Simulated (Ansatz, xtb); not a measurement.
Worked example: C2H5N → HCN + CH4

Species: C2H5N (N-methylmethanimine) `C=NC`, singlet; HCN (hydrogen cyanide) `C#N`, singlet; CH4 (methane) `C`, singlet. 

Shapes, held fixed at every level: PBE0-D4/def2-TZVP. Programs: Ansatz 0.2.0, xtb 6.7.1. The zero-point and thermal change to 298 K, harmonic and unscaled (PBE0-D4/def2-TZVP), is -11.9 kJ/mol.

At CCSD(T)/CBS estimate; 1 Eh = 2625.50 kJ/mol:

| species | energy (Eh) |
| --- | --- |
| C2H5N | -133.778703 |
| HCN | -93.320976 |
| CH4 | -40.462061 |

Task: Work out ΔH(298 K) of the reaction at this level.

Result: 
1. Products less reactants: (-93.320976) + (-40.462061) − [(-133.778703)] = -0.004334 Eh = -11.4 kJ/mol.
2. With the thermal change: -11.4 + (-11.9) = -23.3 kJ/mol.

Other levels give -40.9 (HF/def2-TZVPP) to +15.9 kJ/mol (PBE0/def2-SVP). No measured value is set beside it here. The CBS estimate extrapolates MP2 from def2-TZVPP and def2-QZVPP and adds CCSD(T) − MP2 in the triple-zeta set, cores frozen.
